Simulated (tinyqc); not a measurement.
Inside a calculation. Method: RHF in the sto-3g basis, for HF, spin multiplicity 1. One step of it, computed by the program tinyqc.

Question. Iteration 3: building the Fock matrix. J_ij = sum D_kl (ij|kl), K_ij = sum D_kl (ik|jl); F = H + J - 0.5 K; E = tr D H + tr D J / 2 - 0.25 tr D K + E_nn.

D after iteration 2:
```
            1F 1s      1F 2s    1F 2px    1F 2py     1F 2pz      2H 1s
1F 1s    2.118718  -0.501500  0.000000  0.000000   0.061142   0.006865
1F 2s   -0.501500   2.134487  0.000000  0.000000  -0.326656  -0.140973
1F 2px   0.000000   0.000000  2.000000  0.000000   0.000000   0.000000
1F 2py   0.000000   0.000000  0.000000  2.000000   0.000000   0.000000
1F 2pz   0.061142  -0.326656  0.000000  0.000000   0.940808   0.809625
2H 1s    0.006865  -0.140973  0.000000  0.000000   0.809625   0.706529
```

core Hamiltonian H = T + V (hartree):
```
             1F 1s       1F 2s     1F 2px     1F 2py     1F 2pz      2H 1s
1F 1s   -40.482373   -9.498516   0.000000   0.000000  -0.009458  -1.121759
1F 2s    -9.498516  -10.960066   0.000000   0.000000  -0.117302  -2.621485
1F 2px    0.000000    0.000000  -8.636062   0.000000   0.000000   0.000000
1F 2py    0.000000    0.000000   0.000000  -8.636062   0.000000   0.000000
1F 2pz   -0.009458   -0.117302   0.000000   0.000000  -8.700236  -1.849308
2H 1s    -1.121759   -2.621485   0.000000   0.000000  -1.849308  -4.514808
```

Two-electron integrals (ij|kl) in chemists' order, unique and non-zero (hartree):
```
(11|11) 5.403501   (21|11) 0.841920   (21|21) 0.156299   (22|11) 1.268028
(22|21) 0.292344   (22|22) 0.926167   (31|31) 0.027998   (32|31) 0.043169
(32|32) 0.204588   (33|11) 1.264502   (33|21) 0.292403   (33|22) 0.925959
(33|33) 0.997514   (41|41) 0.027998   (42|41) 0.043169   (42|42) 0.204588
(43|43) 0.053770   (44|11) 1.264502   (44|21) 0.292403   (44|22) 0.925959
(44|33) 0.889973   (44|44) 0.997514   (51|51) 0.027998   (52|51) 0.043169
(52|52) 0.204588   (53|53) 0.053770   (54|54) 0.053770   (55|11) 1.264502
(55|21) 0.292403   (55|22) 0.925959   (55|33) 0.889973   (55|44) 0.889973
(55|55) 0.997514   (61|11) 0.099790   (61|21) 0.018381   (61|22) 0.034205
(61|33) 0.034152   (61|44) 0.034152   (61|51) 0.000743   (61|52) 0.001401
(61|55) 0.034316   (61|61) 0.002183   (62|11) 0.269186   (62|21) 0.062965
(62|22) 0.224538   (62|33) 0.221167   (62|44) 0.221167   (62|51) 0.004284
(62|52) 0.034352   (62|55) 0.231057   (62|61) 0.007522   (62|62) 0.068714
(63|31) 0.006390   (63|32) 0.038630   (63|53) 0.007110   (63|63) 0.009888
(64|41) 0.006390   (64|42) 0.038630   (64|54) 0.007110   (64|64) 0.009888
(65|11) 0.190070   (65|21) 0.045007   (65|22) 0.171825   (65|33) 0.164633
(65|44) 0.164633   (65|51) 0.009058   (65|52) 0.063370   (65|55) 0.186012
(65|61) 0.005586   (65|62) 0.064605   (65|65) 0.070226   (66|11) 0.449582
(66|21) 0.106861   (66|22) 0.440510   (66|33) 0.426397   (66|44) 0.426397
(66|51) 0.008503   (66|52) 0.097364   (66|55) 0.468299   (66|61) 0.012825
(66|62) 0.178495   (66|65) 0.195544   (66|66) 0.774606
```

nuclear repulsion = 4.11633094 hartree

Give: Coulomb J; exchange K; Fock matrix F; total energy of this density.

Answer.

Coulomb J (hartree):
```
          1F 1s   1F 2s  1F 2px  1F 2py   1F 2pz   2H 1s
1F 1s   20.1092  3.8266  0.0000  0.0000  -0.0053  0.4501
1F 2s    3.8266  9.4719  0.0000  0.0000   0.0334  2.2780
1F 2px   0.0000  0.0000  9.4805  0.0000   0.0000  0.0000
1F 2py   0.0000  0.0000  0.0000  9.4805   0.0000  0.0000
1F 2pz  -0.0053  0.0334  0.0000  0.0000   9.4280  1.7513
2H 1s    0.4501  2.2780  0.0000  0.0000   1.7513  4.6830
```

exchange K (hartree):
```
          1F 1s    1F 2s  1F 2px  1F 2py   1F 2pz   2H 1s
1F 1s   11.0749   1.9050  0.0000  0.0000   0.0032  0.2387
1F 2s    1.9050   3.0674  0.0000  0.0000  -0.0935  0.8054
1F 2px   0.0000   0.0000  2.6136  0.0000   0.0000  0.0000
1F 2py   0.0000   0.0000  0.0000  2.6136   0.0000  0.0000
1F 2pz   0.0032  -0.0935  0.0000  0.0000   1.9393  0.7334
2H 1s    0.2387   0.8054  0.0000  0.0000   0.7334  1.0216
```

Fock matrix F (hartree):
```
           1F 1s    1F 2s   1F 2px   1F 2py   1F 2pz    2H 1s
1F 1s   -25.9106  -6.6244   0.0000   0.0000  -0.0164  -0.7910
1F 2s    -6.6244  -3.0219   0.0000   0.0000  -0.0372  -0.7461
1F 2px    0.0000   0.0000  -0.4623   0.0000   0.0000   0.0000
1F 2py    0.0000   0.0000   0.0000  -0.4623   0.0000   0.0000
1F 2pz   -0.0164  -0.0372   0.0000   0.0000  -0.2419  -0.4647
2H 1s    -0.7910  -0.7461   0.0000   0.0000  -0.4647  -0.3426
```

total energy of this density = -98.536343 hartree
